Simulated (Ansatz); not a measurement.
**BF+ (doublet): the correlation ladder at distance B1–F2 = 4.182 Å, 6-31G**

How much of the correlation energy of BF+ (doublet) does each wave-function method recover here?

Method: 6-31G, core rule «outside noble gas», up to 2 orbitals frozen; program: Ansatz 0.2.0, Gaussian basis.

Plan: UHF; CCSD(T) on ROHF; CCSD(T) on UHF; BCCD(T) on ROHF; CISD as a restricted active space (open shells left free, so some higher excitations enter); CCSDT(Q) on ROHF; CCSDT(Q) on UHF; CISDTQ; CCSDTQ on ROHF; CCSDTQ on UHF; CASSCF and MRCISD+Q, 3 electrons in 3 orbitals; CASSCF and NEVPT2, 3 electrons in 3 orbitals; CASSCF and MRCISD+Q, 9 electrons in 8 orbitals; CASSCF and NEVPT2, 9 electrons in 8 orbitals; Full CI.

30 further runs of the same task are left out: 8 for a known fault of the program, 14 that didn't finish, 8 set aside as unsound or not needed. Runs told in other sessions of the task aren't counted.

**1. What is computed**

The geometry derives from a PBE0/def2-TZVP stationary point (not a proven minimum). One bond is set to the value named and the two fragments are kept rigid.

2 atoms, charge 1, spin multiplicity 2.

Atoms are counted from 1 here; the program's logs count them from 0.

No contacts short enough for the rule that draws bonds.

**2. UHF**

File in.yaml:

```yaml
crystal:
  periodic: [false, false, false]
  atoms:
    - {symbol: B, position_ang: [0.000000, 0.000000, 0.000000]}
    - {symbol: F, position_ang: [0.000000, 0.000000, 4.182000]}
basis:
  gaussian: {orbitals: 6-31G}
total_charge: 1
magnetization: {spin_polarized: true, initial_magnetization: 1}
hamiltonian: {xc: hf}
output: {orbitals: {seedname: orbitals}}
```

Started as:

```console
$ ansatz run in.yaml --threads 1 --pin off --events-out ev --progress --plain --max-ram 2393MiB
```

After this run come: CCSD(T) on ROHF; CCSD(T) on UHF; BCCD(T) on ROHF; CISD as a restricted active space (open shells left free, so some higher excitations enter); CCSDT(Q) on ROHF; CCSDT(Q) on UHF; CISDTQ; CCSDTQ on ROHF; CCSDTQ on UHF; CASSCF and MRCISD+Q, 3 electrons in 3 orbitals; CASSCF and NEVPT2, 3 electrons in 3 orbitals; CASSCF and MRCISD+Q, 9 electrons in 8 orbitals; CASSCF and NEVPT2, 9 electrons in 8 orbitals; Full CI.

**Question.** What will the summary of the whole plan be? Wanted: FCI from the RHF energy; RMP2 from FCI; UMP2 from FCI; RCCSD from FCI; RCCSD(T) from FCI; UCCSD(T) from FCI; RCCSDT(Q) from FCI; UCCSDT(Q) from FCI; NEVPT2 pair from FCI.

As calculated:

```
                         quantity                                                                                                                        value
          FCI from the ROHF energy                                                                                                                   -3.9317 eV
                    RMP2 from FCI                                                                                                                 +92.5 kJ/mol
                    UMP2 from FCI                                                                                                                 +91.9 kJ/mol
                   RCCSD from FCI                                                                                                                  +1.5 kJ/mol
                RCCSD(T) from FCI                                                                                                                  +0.3 kJ/mol
                UCCSD(T) from FCI                                                                                                                  +0.3 kJ/mol
               RCCSDT(Q) from FCI                                                                                                                   0.0 kJ/mol
               UCCSDT(Q) from FCI                                                                                                                   0.0 kJ/mol
             NEVPT2 pair from FCI                                                                                                                 +79.4 kJ/mol
          NEVPT2 valence from FCI                                                                                                                 +51.7 kJ/mol
        MRCISD+Q valence from FCI                                                                                                                  +1.1 kJ/mol
levels within 1 kcal/mol (43 meV)  RCCSD, UCCSD, RCCSD(T), UCCSD(T), BCCD(T), RCCSDT, UCCSDT, CISDTQ, RCCSDT(Q), UCCSDT(Q), RCCSDTQ, UCCSDTQ, MRCISD+Q valence
                    T1 diagnostic                                                                                                                        0.007
   effectively unpaired electrons                                                                                                                         1.13
```

In words: RCCSD(T) misses by +0.3 kJ/mol, 0.1 % of the correlation energy. One determinant dominates. Of the multireference levels listed MRCISD+Q valence comes nearest in total energy (+1.1 kJ/mol), which doesn't show that its space is the better one. These misses are within one basis, not against nature; the frozen cores of restricted and unrestricted runs differ, which can shift their rows.

Levels on UHF freeze UHF's core orbitals, full CI those of ROHF, so the U rows can settle a little off it for that reason alone.

With open shells the CI space here admits some higher excitations, so it is larger than plain CISD.
